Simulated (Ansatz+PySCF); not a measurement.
A calculation with Ansatz (development build ahead of 0.2.0).

```yaml
crystal:
  periodic: [false, false, false]
  atoms:
    - { symbol: C, position_ang: [1.35663, 0.01319, -0.0293] }
    - { symbol: C, position_ang: [0.73356, 1.23735, -0.01841] }
    - { symbol: C, position_ang: [-0.73305, 1.18365, -0.02528] }
    - { symbol: C, position_ang: [-1.39966, -0.04773, -0.01412] }
    - { symbol: C, position_ang: [-0.71711, -1.23765, -0.03519] }
    - { symbol: C, position_ang: [0.74181, -1.18532, -0.00418] }
    - { symbol: H, position_ang: [2.4791, 0.01233, -0.04764] }
    - { symbol: H, position_ang: [1.29395, 2.15532, 0.00147] }
    - { symbol: H, position_ang: [-1.28326, 2.14799, 0.03021] }
    - { symbol: H, position_ang: [-2.43806, -0.00127, 0.00308] }
    - { symbol: H, position_ang: [-1.22064, -2.17987, 0.03631] }
    - { symbol: H, position_ang: [1.21241, -2.19064, 0.01439] }
basis:
  gaussian: { orbitals: def2-SVP }
hamiltonian:
  xc: pbe
scf:
  omitted_lower_state_checks: [stability, starts, atomic_configurations, cluster_reference, orbital_swaps, given_window_search, neighbouring_geometries, increment]
output:
  forces: true
```

The input is written out in the form of the current development build from the run's settings.

Results

| Property | Result |
| --- | --- |
| Converged | yes |
| Total energy | -231.75621 hartree |
| Spin squared of the determinant | 0.000 |

Forces (eV/Å):
| atom | Fx | Fy | Fz |
| --- | --- | --- | --- |
| C1 | 3.731 | 0.803 | 0.014 |
| C2 | -3.883 | -0.408 | -0.122 |
| C3 | 2.422 | 1.162 | 0.298 |
| C4 | 1.342 | 1.192 | -0.234 |
| C5 | 2.930 | 0.292 | 0.453 |
| C6 | -3.730 | -2.890 | -0.264 |
| H7 | -0.475 | 0.002 | 0.073 |
| H8 | 0.282 | 0.771 | -0.032 |
| H9 | -0.009 | -0.381 | -0.112 |
| H10 | -2.518 | -0.151 | 0.038 |
| H11 | -0.516 | -0.955 | -0.093 |
| H12 | 0.425 | 0.563 | -0.020 |
